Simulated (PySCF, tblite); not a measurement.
Isomers of C5H9O (doublet state), one GFN2-xTB conformer each. Single-point energies are computed at B3LYP/pcH-1 (PySCF, gas phase, no added dispersion term), electronic only. GFN2-xTB treats the open shell by occupation alone, and not every SCF solution was tested for stability.

```
              SMILES  GFN2-xTB relative energy (kJ/mol)
     O[C@H]1C[CH]CC1                                0.0
[H]/[C]=C\C[C@H](C)O                              167.4
```

Conformers: `[OH:1][C@H:2]1[CH2:3][CH:4][CH2:5][CH2:6]1` (doublet state) with H–O1–C2–C3 -57°, O1–C2–C3–C4 92°, C2–C3–C4–C5 14°, C3–C4–C5–C6 7°, C4–C5–C6–C2 -25°; `[H]/[C:1]=[CH:2]\[CH2:3][C@H:4]([CH3:5])[OH:6]` (doublet state) with C1–C2–C3–C4 88°, C2–C3–C4–C5 63°, C3–C4–O6–H 56°.

Task: What does B3LYP/pcH-1 give for the same structures?

Result: 
```json
{"SMILES": "O[C@H]1C[CH]CC1", "B3LYP/pcH-1 E (Eh)": "-271.13326", "B3LYP/pcH-1 (kJ/mol)": "0.0", "GFN2-xTB (kJ/mol)": "0.0", "point group": "–"}
{"SMILES": "[H]/[C]=C\\C[C@H](C)O", "B3LYP/pcH-1 E (Eh)": "-271.09034", "B3LYP/pcH-1 (kJ/mol)": "112.7", "GFN2-xTB (kJ/mol)": "167.4", "point group": "C1"}
```

Both levels put the same isomer lowest. 

Task: What happens when harmonic zero-point energies from GFN2-xTB frequencies are added?

Result: 
| SMILES | ZPE (kJ/mol) | electronic (kJ/mol) | with ZPE (kJ/mol) |
| --- | --- | --- | --- |
| O[C@H]1C[CH]CC1 | 333.8 | 0.0 | 0.0 |
| [H]/[C]=C\C[C@H](C)O | 327.0 | 112.7 | 105.9 |

The zero-point energies span 6.8 kJ/mol. The order is unchanged.
